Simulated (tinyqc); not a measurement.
Worked calculation: UHF in the sto-6g basis, for H2O+, spin multiplicity 2. One step of it, computed by the program tinyqc.

Question. Iteration 2: DIIS coefficients. Solve [B -1; -1 0][c; lambda] = [0; -1] for the coefficients, which sum to one.

B (overlaps of the stored error matrices):
```
[[5.7015217e+01, 1.8748196e+00],
 [1.8748196e+00, 4.7213833e-01]]
```

Give: DIIS coefficients.

Answer.

DIIS coefficients: [-0.0261, 1.0261]
